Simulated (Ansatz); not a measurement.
We consider diamond-structure Ge, described by rVV10 (plane waves, PAW; Ansatz, a program for electronic structure).

Settings: plane-wave cutoff 500 eV, 12×12×12 k mesh, Fermi–Dirac smearing 0.05 eV, scalar-relativistic PAW data made under PBE.

Computed at the level's own relaxed cell.

### Question
What does this level give for the equilibrium volume per atom and equilibrium lattice constant a?

### Answer

equilibrium volume per atom: 24.43 Å³/atom
equilibrium lattice constant a: 5.803 Å

The run finds no gap.

Measured, for comparison: equilibrium volume per atom 22.47 Å³/atom, lattice constant a 5.644 Å (static lattice: zero-point anharmonic expansion removed; as tabulated in Mejia-Rodriguez and Trickey (2018), arXiv:1807.09216). Computed (rounded) less measured: equilibrium volume per atom +8.7 %, lattice constant a +2.8 %.

Computed values are for the static lattice.

Cost on a shared machine: roughly 30 core-seconds.
